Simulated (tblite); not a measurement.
Species: C₃H₂F₂.
Numbering: `[F:1][CH:2]=[C:3]=[CH:4][F:5]` (hydrogens: H6 on C2; H7 on C4)

Computed geometry: GFN2-xTB, gas phase.

Problem. What internal coordinates does the optimisation give?

Solution. 
```json
{"bond": "F1–C2, C4–F5", "length (bohr)": "2.535"}
{"bond": "C2=C3, C3=C4", "length (bohr)": "2.451"}
{"bond": "C2–H6, C4–H7", "length (bohr)": "2.046"}
```

Bonds in one row agree within 0.02 bohr and their mean is given. A selection of angles:
```json
{"angle": "F1–C2–C3", "degrees": "122.9"}
{"angle": "F1–C2–H6", "degrees": "112.1"}
{"angle": "C3–C2–H6", "degrees": "125.0"}
{"angle": "C2–C3–C4", "degrees": "180.0"}
```

Point group: C2 (tolerance 0.08 Å). Its GFN2-xTB frequencies are all real (lowest 135 cm⁻¹).

On one thread of an AMD EPYC 9R45, shared host with 96 logical CPUs at a one-minute load of 18, this took under 0.1 s wall. These figures are those of the optimisation.
